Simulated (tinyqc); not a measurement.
Worked calculation: Pariser-Parr-Pople SCF with singles CI, for the molecule c1cc[cH-]c1 (SMILES; centres numbered as the heavy atoms are written). Computed by tinyqc, a small Python program that keeps every step. Settings: charge = -1, gamma = MN, start = huckel, damping = 0.5, iteration cap = 74, excitations kept = 9. Command: `OMP_NUM_THREADS=1 python tinyqc.py 25992 25993 out.jsonl` (the two numbers bound the seeds that draw the settings). One thread of a shared host (Intel(R) Xeon(R) Processor @ 2.60GHz), about 0.01 s of CPU time with the checks. Later iterations appear only in the table of the cycle.

## PPP integrals

Centres (angstrom, eV; a flat drawing with bonds scaled to 1.40 angstrom):
```
centre          x          y  core charge z          W   gamma_rr
1C       1.191000   0.000000              1  11.160000  11.130000
2C       0.368000   1.133000              1  11.160000  11.130000
3C      -0.963000   0.700000              1  11.160000  11.130000
4C      -0.963000  -0.700000              1  11.160000  11.130000
5C       0.368000  -1.133000              1  11.160000  11.130000
```

Resonance integrals (eV):
```
i  j       beta
1  2  -2.410000
2  3  -2.410000
3  4  -2.410000
4  5  -2.410000
5  1  -2.410000
```

Mataga-Nishimoto: gamma = 14.399645/(R + a), a = 2 x 14.399645/(gamma_rr + gamma_ss); H_rr = -W_r - sum_(s != r) z_s gamma_rs; H_rs = beta for bonds.

repulsion gamma_rs (eV), lower triangle:
```
           1C         2C         3C         4C         5C
1C  11.130000
2C   5.344818  11.130000
3C   4.046371   5.346212  11.130000
4C   4.046371   4.045936   5.345539  11.130000
5C   5.344818   4.045107   4.045936   5.346212  11.130000
```

core matrix H (eV), lower triangle:
```
            1C          2C          3C          4C          5C
1C  -29.942378
2C   -2.410000  -29.942073
3C    0.000000   -2.410000  -29.944059
4C    0.000000    0.000000   -2.410000  -29.944059
5C   -2.410000    0.000000    0.000000   -2.410000  -29.942073
```

## Starting guess

pi electrons, sum of z_r less the charge = 6

Orbitals of the Hueckel matrix of the beta values.

P at the start, lower triangle:
```
           1C         2C         3C        4C        5C
1C   1.200000
2C   0.647214   1.200000
3C  -0.247214   0.647214   1.200000
4C  -0.247214  -0.247214   0.647214  1.200000
5C   0.647214  -0.247214  -0.247214  0.647214  1.200000
```

## Iteration 1: Fock matrix

F_rr = H_rr + P_rr gamma_rr / 2 + sum_(s != r) P_ss gamma_rs; F_rs = H_rs - P_rs gamma_rs / 2; E = tr P (H + F) / 2 + core repulsion sum_(r<s) z_r z_s gamma_rs.

F (eV), lower triangle:
```
           1C         2C         3C         4C         5C
1C  -0.725524
2C  -4.139619  -0.725585
3C   0.500159  -4.140071  -0.725188
4C   0.500159   0.500105  -4.139853  -0.725188
5C  -4.139619   0.500003   0.500105  -4.140071  -0.725585
```

pi energy = -66.861621 eV

## Iteration 1: orbitals and new P

Diagonalise F (the basis is taken as orthonormal) and form P = 2 sum c c over the lowest orbitals; 0.5 of the old P is kept.

orbital energies (eV): -8.004895  -4.093353  -4.092985  6.281732  6.282430

P after iteration 1, lower triangle:
```
           1C         2C         3C        4C        5C
1C   1.200011
2C   0.647207   1.200004
3C  -0.247226   0.647224   1.199990
4C  -0.247226  -0.247202   0.647206  1.199990
5C   0.647207  -0.247212  -0.247202  0.647224  1.200004
```

## Iteration 2: Fock matrix

As before.

F (eV), lower triangle:
```
           1C         2C         3C         4C         5C
1C  -0.725496
2C  -4.139602  -0.725577
3C   0.500184  -4.140097  -0.725211
4C   0.500184   0.500082  -4.139834  -0.725211
5C  -4.139602   0.500000   0.500082  -4.140097  -0.725577
```

pi energy = -66.861621 eV

## Iteration 2: orbitals and new P

As before.

orbital energies (eV): -8.004895  -4.093360  -4.092978  6.281756  6.282406

P after iteration 2, lower triangle:
```
           1C         2C         3C        4C        5C
1C   1.200018
2C   0.647203   1.200006
3C  -0.247234   0.647230   1.199985
4C  -0.247234  -0.247196   0.647201  1.199985
5C   0.647203  -0.247210  -0.247196  0.647230  1.200006
```

## Iteration 3: Fock matrix

As before.

F (eV), lower triangle:
```
           1C         2C         3C         4C         5C
1C  -0.725481
2C  -4.139591  -0.725572
3C   0.500199  -4.140116  -0.725223
4C   0.500199   0.500069  -4.139818  -0.725223
5C  -4.139591   0.499995   0.500069  -4.140116  -0.725572
```

pi energy = -66.861621 eV

## Iteration 3: orbitals and new P

As before.

orbital energies (eV): -8.004895  -4.093365  -4.092973  6.281768  6.282393

P after iteration 3, lower triangle:
```
           1C         2C         3C        4C        5C
1C   1.200022
2C   0.647201   1.200007
3C  -0.247239   0.647235   1.199982
4C  -0.247239  -0.247192   0.647196  1.199982
5C   0.647201  -0.247207  -0.247192  0.647235  1.200007
```

## Convergence

Stop when output and input P, before any damping, agree to 1e-7.

Course of the cycle:
```
iteration        E (eV)  largest |P(out) - P(in)|
1          -66.86162106                  2.43e-05
2          -66.86162108                  1.55e-05
3          -66.86162109                  1.01e-05
4          -66.86162109                  6.83e-06
5          -66.86162110                  5.06e-06
6          -66.86162110                  3.71e-06
7          -66.86162110                  2.69e-06
8          -66.86162110                  1.94e-06
9          -66.86162110                  1.39e-06
10         -66.86162110                  9.90e-07
11         -66.86162110                  7.05e-07
12         -66.86162110                  5.01e-07
13         -66.86162110                  3.55e-07
14         -66.86162110                  2.52e-07
15         -66.86162110                  1.78e-07
16         -66.86162110                  1.26e-07
17         -66.86162110                  8.90e-08
```

Converged in 17 iterations.

## Converged orbitals

Charges are z - P_rr.

orbital energies (eV): -8.004895  -4.093381  -4.092957  6.281783  6.282379

coefficients:
```
         MO1        MO2        MO3        MO4        MO5
1C  0.447173   0.000000   0.632496   0.632443   0.000000
2C  0.447220   0.601499   0.195436  -0.511663  -0.371752
3C  0.447227   0.371752  -0.511643   0.195471   0.601499
4C  0.447227  -0.371752  -0.511643   0.195471  -0.601499
5C  0.447220  -0.601499   0.195436  -0.511663   0.371752
```

pi charges: 1C -0.200031, 2C -0.200004, 3C -0.199980, 4C -0.199980, 5C -0.200004

## Singles CI, singlets

Over the 6 single excitations with the smallest orbital gaps: A = (e_a - e_i) delta + 2 (ia|jb) - (ij|ab), with (pq|rs) = sum c_mp c_mq gamma_mn c_nr c_ns. f = 2/3 w |mu|^2 in atomic units, mu = sqrt2 sum c_ia sum_m c_mi c_ma R_m.

singlet CI matrix (eV), lower triangle:
```
           3>4       2>4        3>5       2>5        1>4        1>5
3>4   6.966084
2>4   0.000000  6.966670
3>5   0.000000  0.581427   6.966396
2>5  -0.580948  0.000000   0.000000  6.966335
1>4   0.294051  0.000000   0.000000  0.293336  10.296870
1>5   0.000000  0.293248  -0.293366  0.000000   0.000000  10.296949
```

singlet excitation energies (eV): 6.341606  6.341645  7.547158  7.547960  10.340449  10.340486

oscillator strengths: 0.000000  0.000000  0.936132  0.936953  0.000000  0.000000

## Singles CI, triplets

Over the 6 single excitations with the smallest orbital gaps: A = (e_a - e_i) delta - (ij|ab), with (pq|rs) = sum c_mp c_mq gamma_mn c_nr c_ns.

triplet CI matrix (eV), lower triangle:
```
           3>4        2>4       3>5        2>5       1>4       1>5
3>4   4.391999
2>4   0.000000   4.392833
3>5   0.000000   0.000022  4.392788
2>5   0.000022   0.000000  0.000000   4.393036
1>4  -1.114979   0.000000  0.000000  -1.115668  8.304290
1>5   0.000000  -1.115668  1.115381   0.000000  0.000000  8.304490
```

triplet excitation energies (eV): 3.835778  3.835844  4.392496  4.392833  8.861051  8.861434
